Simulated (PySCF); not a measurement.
**Highest orbital energy against ionisation energy along group 14**

Calculated with PySCF 2.14, no spin-orbit coupling. Each cell gives −ε(HOMO) / ΔSCF in eV; NIST values include spin-orbit coupling, (s) semi-empirical, (t) theoretical.

```
                                                                              species              UHF             LDA             PBE            PBE0          r2SCAN  NIST (lowest levels)
 C (x2c-QZVPPall with one added diffuse shell each of s, p, d, f type, spin-free X2C)  11.944 / 10.797  6.123 / 11.688  6.094 / 11.535  7.647 / 11.509  6.568 / 11.661                11.260
Si (x2c-QZVPPall with one added diffuse shell each of s, p, d, f type, spin-free X2C)    8.189 / 7.626   4.563 / 8.223   4.598 / 8.187   5.619 / 8.208   4.900 / 8.308                 8.152
Ge (x2c-QZVPPall with one added diffuse shell each of s, p, d, f type, spin-free X2C)    7.891 / 7.402   4.409 / 8.011   4.385 / 7.887   5.388 / 7.919   4.693 / 8.044                 7.899
Sn (x2c-QZVPPall with one added diffuse shell each of s, p, d, f type, spin-free X2C)    7.267 / 6.849   4.177 / 7.423   4.126 / 7.270   5.039 / 7.314   4.409 / 7.409                 7.344
```

Q: How far is −ε(HOMO) from ΔSCF on average for each method, and why?

A: UHF 0.65 eV; LDA -4.02 eV; PBE -3.92 eV; PBE0 -2.81 eV; r2SCAN -3.71 eV. Hartree-Fock orbital energies lack relaxation and so exceed the ΔSCF value; semilocal functionals have convex E(N) from self-interaction, so their HOMO lies far too high; exact exchange moves hybrids part of the way back.
